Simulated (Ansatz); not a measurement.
Input file:

```yaml
crystal:
  periodic: [false, false, false]
  atoms:
    - {symbol: H, position_ang: [-1.996482, 0.000000, 0.000000]}
    - {symbol: H, position_ang: [-1.013482, 0.000000, 0.000000]}
    - {symbol: B, position_ang: [0.156518, 0.000000, 0.000000]}
    - {symbol: H, position_ang: [0.665591, 0.000000, 1.077009]}
    - {symbol: H, position_ang: [0.665591, 0.000000, -1.077008]}
basis:
  gaussian: {orbitals: 6-31G}
magnetization: {spin_polarized: false, initial_magnetization: 1}
correlation: {method: ccsdtq, electrons: outside_noble_gas}
```

```sh
$ ansatz run in.yaml --threads 1 --pin off --events-out ev --progress --plain --max-ram 2393MiB
```

The program prints:

```
384 factors; integrals over basis functions are off by at most 2.0e-7 eV
mean field evaluation 1: about -729.1835 eV, gradient 9.6e0 eV
mean field evaluation 2: about -729.1791 eV, gradient 9.6e0 eV
mean field evaluation 4: about -729.9707 eV, gradient 1.0e0 eV
mean field evaluation 8: about -729.9943 eV, gradient 1.1e-2 eV
mean field evaluation 16: about -729.9972 eV, gradient 4.5e-1 eV
mean field evaluation 32: about -728.1242 eV, gradient 5.3e-5 eV
mean field evaluation 64: about -729.8164 eV, gradient 4.8e0 eV
mean field -729.99426980 eV, -26.8267946074 hartree, gradient 1.1e-6 eV, S^2 0.750000; 4 other end points of the search recorded, 0 dependent functions left out
determinant -729.99426980 eV, -26.8267946074 hartree, with singles and doubles -732.18742202 eV, -26.9073914647 hartree
determinant -728.12421971 eV, -26.7580715340 hartree, with singles and doubles -730.84787605 eV, -26.8581640582 hartree
1 core orbitals not correlated: weight in the atoms' cores, before any rotation towards them, 1.000 or more for the frozen orbitals, at most 0.000 for the correlated occupied ones
reference -729.99426980 eV, -26.8267946074 hartree; 4, 3 occupied and 12, 13 virtual orbitals, 384 factors
second order -1.61699661 eV of doubles, -0.06242209 eV of singles
cycle   1  -2.04228337 eV  change   -3.6e-1 eV  update   4.4e-2
cycle   2  -2.21703546 eV  change   -1.7e-1 eV  update   1.9e-2
cycle   3  -2.22754569 eV  change   -1.1e-2 eV  update   6.2e-3
cycle   4  -2.22956282 eV  change   -2.0e-3 eV  update   1.9e-3
cycle   5  -2.22916043 eV  change    4.0e-4 eV  update   7.2e-4
cycle   6  -2.22910615 eV  change    5.4e-5 eV  update   2.5e-4
cycle   7  -2.22919855 eV  change   -9.2e-5 eV  update   1.0e-4
cycle   8  -2.22920555 eV  change   -7.0e-6 eV  update   4.2e-5
cycle   9  -2.22919838 eV  change    7.2e-6 eV  update   1.6e-5
cycle  10  -2.22920478 eV  change   -6.4e-6 eV  update   5.9e-6
cycle  11  -2.22920527 eV  change   -4.9e-7 eV  update   2.3e-6
cycle  12  -2.22920467 eV  change    6.0e-7 eV  update   9.3e-7
cycle  13  -2.22920393 eV  change    7.4e-7 eV  update   3.7e-7
Total energy: -732.22347373 eV, -26.9087163407 hartree
```

For the same geometry and basis full CI lies 0.0 meV lower.

Ran on 1 thread of Arm Neoverse N1, shared host: 18 s wall, 0.16 GiB peak host memory.
